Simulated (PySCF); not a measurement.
# Bond curve of SiS

Set-up: basis Si x2c-SVPall, S x2c-SVPall; spin-free X2C with a Gaussian nucleus; PySCF 2.14. Energies in eV from Si + S in their ground configurations at the same level. State: ¹Σ⁺ (singlet), closed shell.

All columns are TPSS. A positive dipole means Si(−)S(+).

```json
{"R (Å)": "1.672", "E (eV)": "-4.314", "μ (D)": "-0.38", "Mulliken charge on Si (basis-dependent)": "0.10", "HOMO (eV)": "-6.67", "LUMO (eV)": "-2.21", "Mayer bond order": "2.48", "⟨S²⟩": "0.00"}
{"R (Å)": "1.750", "E (eV)": "-5.323", "μ (D)": "-0.67", "Mulliken charge on Si (basis-dependent)": "0.14", "HOMO (eV)": "-6.80", "LUMO (eV)": "-2.44", "Mayer bond order": "2.46", "⟨S²⟩": "0.00"}
{"R (Å)": "1.827", "E (eV)": "-5.896", "μ (D)": "-0.96", "Mulliken charge on Si (basis-dependent)": "0.18", "HOMO (eV)": "-6.91", "LUMO (eV)": "-2.67", "Mayer bond order": "2.44", "⟨S²⟩": "0.00"}
{"R (Å)": "1.886", "E (eV)": "-6.113", "μ (D)": "-1.17", "Mulliken charge on Si (basis-dependent)": "0.20", "HOMO (eV)": "-6.97", "LUMO (eV)": "-2.83", "Mayer bond order": "2.43", "⟨S²⟩": "0.00"}
{"R (Å)": "1.944", "E (eV)": "-6.192", "μ (D)": "-1.38", "Mulliken charge on Si (basis-dependent)": "0.22", "HOMO (eV)": "-7.01", "LUMO (eV)": "-2.99", "Mayer bond order": "2.42", "⟨S²⟩": "0.00"}
{"R (Å)": "2.002", "E (eV)": "-6.165", "μ (D)": "-1.58", "Mulliken charge on Si (basis-dependent)": "0.24", "HOMO (eV)": "-7.04", "LUMO (eV)": "-3.14", "Mayer bond order": "2.41", "⟨S²⟩": "0.00"}
{"R (Å)": "2.080", "E (eV)": "-6.005", "μ (D)": "-1.84", "Mulliken charge on Si (basis-dependent)": "0.26", "HOMO (eV)": "-6.87", "LUMO (eV)": "-3.32", "Mayer bond order": "2.40", "⟨S²⟩": "0.00"}
{"R (Å)": "2.177", "E (eV)": "-5.670", "μ (D)": "-2.14", "Mulliken charge on Si (basis-dependent)": "0.28", "HOMO (eV)": "-6.64", "LUMO (eV)": "-3.54", "Mayer bond order": "2.40", "⟨S²⟩": "0.00"}
{"R (Å)": "2.294", "E (eV)": "-5.150", "μ (D)": "-2.47", "Mulliken charge on Si (basis-dependent)": "0.29", "HOMO (eV)": "-6.40", "LUMO (eV)": "-3.76", "Mayer bond order": "2.40", "⟨S²⟩": "0.00"}
{"R (Å)": "2.449", "E (eV)": "-4.374", "μ (D)": "-2.85", "Mulliken charge on Si (basis-dependent)": "0.29", "HOMO (eV)": "-6.14", "LUMO (eV)": "-4.03", "Mayer bond order": "2.40", "⟨S²⟩": "0.00"}
```

A fit through these points gives, at Re = 1.956 Å, μ = -1.43 D and dμ/dR = -3.51 D/Å; the reduced mass is 14.92 u.

Problem. How strong is the fundamental in the double-harmonic approximation, I = 42.26·(dμ/dR)²/μred km/mol?

Solution. I = 42.26·(-3.51)²/14.92 = 34.9 km/mol at TPSS.
